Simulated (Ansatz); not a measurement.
Geometry optimisation, RKS BLYP/def2-SVP (Ansatz 0.2.0).

The input (input.yaml):

```yaml
crystal:
  periodic: [false, false, false]
  atoms:
    - { symbol: C, position_ang: [-0.3615, 0.7671, -0.4182] }
    - { symbol: C, position_ang: [-0.1303, -0.3319, 0.531] }
    - { symbol: C, position_ang: [0.946, -1.1655, 0.0384] }
    - { symbol: "N", position_ang: [1.9265, -1.8202, -0.3287] }
    - { symbol: H, position_ang: [-0.6833, 0.4279, -1.4387] }
    - { symbol: H, position_ang: [-1.236, 1.4427, -0.0597] }
    - { symbol: H, position_ang: [0.4946, 1.4589, -0.5448] }
    - { symbol: H, position_ang: [0.00203, -1.59913, -0.29173] }
    - { symbol: H, position_ang: [0.123, 0.096, 1.5606] }
basis:
  gaussian: { orbitals: def2-SVP }
hamiltonian:
  xc: blyp
relax:
  f_tol: 0.02
  max_steps: 50
```

Command:

```bash
$ ansatz run input.yaml --threads 1 --pin off --max-ram 2048MiB --backend cpu --events-out ev --progress --plain --runs-dir out
```

Problem. Where does it end, and by what steps?

Solution. The run converged. After 9 steps the energy has fallen by 4.408 eV; H8 moved furthest, 1.13 Å. Parted: C3–H8. Joined: C2–H8.

| step | energy less start (eV) | largest force component (eV/Å) | accepted |
| --- | --- | --- | --- |
| 0 | 0.0000 | 5.102 | yes |
| 1 | -0.9882 | 3.191 | yes |
| 2 | -1.7472 | 3.729 | yes |
| 3 | -2.6558 | 3.890 | yes |
| 4 | -3.5202 | 2.462 | yes |
| 5 | -4.0745 | 0.996 | yes |
| 6 | -4.3486 | 0.539 | yes |
| 7 | -4.4055 | 0.132 | yes |
| 8 | -4.4074 | 0.032 | yes |
| 9 | -4.4075 | 0.011 | yes |

```xyz
9
Properties=species:S:1:pos:R:3
C -0.346 0.767 -0.488
C 0.007 -0.471 0.373
C 1.223 -1.172 -0.078
N 2.192 -1.713 -0.453
H -0.521 0.483 -1.544
H -1.267 1.245 -0.100
H 0.470 1.516 -0.464
H -0.831 -1.201 0.367
H 0.154 -0.178 1.435
```

Whether the end is a true minimum wasn't checked by a vibrational analysis.

Time of the run: 25 s on 1 thread of Intel(R) Xeon(R) Platinum 8259CL CPU @ 2.50GHz (Skylake/Cascade Lake), on a shared host, peak memory 0.12 GiB.
